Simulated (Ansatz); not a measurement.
Cartesian coordinates in Å:
```
C -0.714 1.445 -0.345
C -0.479 -0.036 -0.575
C 0.713 -0.569 0.189
O 0.865 -1.916 -0.169
O 0.588 -0.423 1.578
H -1.593 1.792 -0.892
H -0.866 1.661 0.715
H 0.141 2.038 -0.682
H -0.318 -0.243 -1.636
H -1.357 -0.622 -0.276
H 1.615 0.006 -0.060
H 1.626 -2.259 0.310
H -0.221 -0.875 1.844
```

Total charge 0; spin multiplicity 1.

List the ωB97M-V/def2-TZVPP orbital energies in eV (Ansatz). (Estimate.)

The calculation gave: Occupied: -526.20, -526.17, -284.06, -281.34, -281.11, -32.60, -30.67, -24.60, -21.58, -19.70, -17.72, -16.32, -15.68, -14.53, -14.37, -13.17, -12.73, -12.00, -11.55, -11.44, -10.57. Lowest empty: 2.50, 3.03, 3.26, 4.14, 4.39, 4.87, 5.12, 5.62.
